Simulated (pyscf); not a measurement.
Structures and frequencies: ωB97X-D3(BJ)/def2-SVP in PySCF. Correlated levels are frozen-core, on RHF or UHF. ΔMP2 is the change of the MP2 total energy from the triple- to the quadruple-zeta basis.

### Question
For the elementary gas-phase step H₃Si–GeH₃ + HCl → SiH₄ + Cl–GeH₃ (singlet surface; Ge–Si, Cl–H broken, H–Si, Cl–Ge formed), what barrier and reaction energy does MP2/def2-QZVPP give, measured from the separated reactants?

### Answer
ΔE‡ = 43.0 kcal/mol, ΔE = -13.6 kcal/mol. CCSD(T)/def2-TZVPP + ΔMP2(QZVPP) gives 44.8 kcal/mol and -12.3 kcal/mol. Zero-point energy shifts the barrier by +0.3 kcal/mol. It is a four-centre exchange, with an imaginary mode of 950i cm⁻¹. At the saddle there is also a short Ge–H contact that neither side keeps. The same reactants have a lower exit, to Cl–SiH₂–GeH₃ + H₂ (barrier +35.4 kcal/mol at ωB97M-D3(BJ)/def2-TZVP, against +43.4 kcal/mol here). One saddle was located; it need not be the lowest between these sides. The CCSD(T) − MP2 part came from Ansatz, without density fitting, on the same reference. The frozen core leaves the outer d or s,p core shells of the metals and heavy elements correlated in the MP2 and CC values, and def2-TZVPP describes them poorly, which can shift differences by a few kcal/mol. Elements up to Kr have no core potential and no relativistic terms here.
